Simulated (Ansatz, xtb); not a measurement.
**Two structures of C5H7−**

Structure a: `[C-]#CC(C)C`, a singlet. Structure b: a singlet given by its coordinates. Both are isolated ions in the gas phase, relaxed with PBE0-D3(BJ)/def2-SVPD.

a (Å):

```xyz
12

C    -2.4332   -0.6005    1.4850
C    -1.3055   -0.7960    0.9875
C     0.0100   -1.0267    0.3761
C     0.0718   -2.3701   -0.3622
C     0.4127    0.1148   -0.5665
H     0.7841   -1.0675    1.1718
H    -0.1769   -3.1926    0.3223
H     1.0729   -2.5540   -0.7932
H    -0.6685   -2.3823   -1.1768
H     0.4086    1.0724   -0.0282
H     1.4166   -0.0476   -0.9995
H    -0.3153    0.1941   -1.3883
```

b (Å):

```xyz
12

C    -1.8653    0.1279    1.9010
C    -1.2454   -0.3823    0.8112
C    -0.7345   -0.8824   -0.2466
C     0.6946   -0.9878   -0.6576
C     1.0198   -2.2538   -1.4504
H    -2.0873   -0.4903    2.7789
H    -2.2132    1.1670    1.9323
H     0.9464   -0.1173   -1.2948
H     1.3954   -0.9321    0.2081
H     0.3816   -2.3150   -2.3456
H     0.8104   -3.1476   -0.8426
H     2.0797   -2.2877   -1.7614
```

Close contacts (Å): C1–C2 1.35, C2–C3 1.28, C3–C4 1.49, C4–C5 1.53, C1–H6 1.10, C1–H7 1.10, C4–H8 1.11, C4–H9 1.12, C5–H10 1.10, C5–H11 1.10, C5–H12 1.11.

Quicker runs give these differences E(b) − E(a): GFN2-xTB −8.7 kcal/mol; HF/STO-3G +13.7 kcal/mol (at GFN2-xTB geometries); r2SCAN-D4/def2-SVPD +1.4 kcal/mol (at GFN2-xTB geometries).

Q: Which of the two would you expect CCSD(T)/def2-SVPD + ΔMP2/def2-TZVPPD electronic energies to favour?

A: Structure a; the calculation gives E(b) − E(a) = +5.9 kcal/mol.

Level by level:

```
                               level               geometry  E(b) − E(a) (kcal/mol)  departure from the last row (kcal/mol)  job, with rough time for the two
                            GFN2-xTB               GFN2-xTB                      −8.7                                   −14.6              optimisation, 0.19 s
                           HF/STO-3G               GFN2-xTB                     +13.7                                    +7.8               single point, 0.2 s
                 r2SCAN-D4/def2-SVPD               GFN2-xTB                      +1.4                                    −4.5               single point, 3.8 s
               PBE0-D3(BJ)/def2-SVPD  PBE0-D3(BJ)/def2-SVPD                      −0.1                                    −6.0                optimisation, 49 s
                        HF/def2-SVPD  PBE0-D3(BJ)/def2-SVPD                      +8.7                                    +2.8           part of the CCSD(T) run
                       MP2/def2-SVPD  PBE0-D3(BJ)/def2-SVPD                      +7.6                                    +1.8           part of the CCSD(T) run
                   CCSD(T)/def2-SVPD  PBE0-D3(BJ)/def2-SVPD                      +7.1                                    +1.2                      single point
CCSD(T)/def2-SVPD + ΔMP2/def2-TZVPPD  PBE0-D3(BJ)/def2-SVPD                      +5.9                                                        single point, 68 s
```

GFN2-xTB puts the two in the other order. PBE0-D3(BJ)/def2-SVPD finds them nearly level. The largest departure from CCSD(T)/def2-SVPD + ΔMP2/def2-TZVPPD is that of GFN2-xTB, 14.6 kcal/mol. The last row adds to CCSD(T) the change of the MP2 difference between the two basis sets, here −1.2 kcal/mol.

With thermal terms from frequencies at re-optimised GFN2-xTB minima (ideal gas, soft modes damped towards free rotors, one conformer each, 298.15 K, 1 atm): the zero-point term adds −2.0 kcal/mol; ΔH is +4.4 and ΔG +3.3 kcal/mol.

The correlated steps freeze 5 core orbitals. Run with Ansatz 0.2.0, xtb 6.7.1; the last row on 4 threads of Arm Neoverse V1 on a shared host.
